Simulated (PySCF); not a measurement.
# PO₂⁺ at several levels of theory

All levels use the PBE0 minimum (singlet; P–O 1.430 Å (×2); O–P–O 180.0°), basis [P def2-TZVP, O def2-TZVP], no relativity, density fitting, no spin–orbit coupling, PySCF. For vertical energies the ionised species is a doublet (spins chosen at PBE0 and kept) and the electron-attached one a doublet. Open shells are unrestricted, also as the reference of the correlated levels. A dash marks a value that was not computed or is not defined at that level.

| level | vertical IP (eV) | vertical EA (eV) | −ε(HOMO) (eV) | gap (eV) |
| --- | --- | --- | --- | --- |
| PBE0 | 22.27 | 9.92 | 19.43 | 6.80 |
| HF | 20.84 | 9.40 | 23.48 | 15.03 |
| MP2 | 23.73 | 9.50 | – | – |
| PBE | 22.12 | 9.74 | 17.79 | 4.12 |
| B3LYP | 22.30 | 9.96 | 19.13 | 6.17 |
| r2SCAN | 22.18 | 9.88 | 18.18 | 4.66 |
| TPSSh | 22.13 | 9.81 | 18.53 | 5.39 |
| CAM-B3LYP | 22.44 | 10.06 | 20.87 | 9.36 |
| TPSS | 22.06 | 9.74 | 17.89 | 4.34 |

Spin contamination in at least one species weakens the values at: HF, MP2.
